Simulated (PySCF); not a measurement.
```xyz
4

N     0.0000    0.0000    0.0000
O     1.2400    0.0000    0.0000
O    -0.6200    1.0739    0.0000
O    -0.6200   -1.0739    0.0000
```

Basis set: cc-pVTZ (spherical functions). Correlated methods keep 4 orbitals frozen. Charge -1, multiplicity 1.

Starred EOM-CCSD(T)(a) on the restricted Hartree–Fock determinant with PySCF 2.14.0; the energies are vertical.

Problem. The solver was asked for the few lowest roots only. Give the ionization energies of singlet NO3(-) among them whose weight of singles is over 0.7.

Solution.

```
root  energy (eV)  weight of singles
   1         3.44               0.95
   2         4.70               0.94
   3         4.70               0.94
```

Higher main lines weren't sought. Caution: no diffuse functions for an anion.
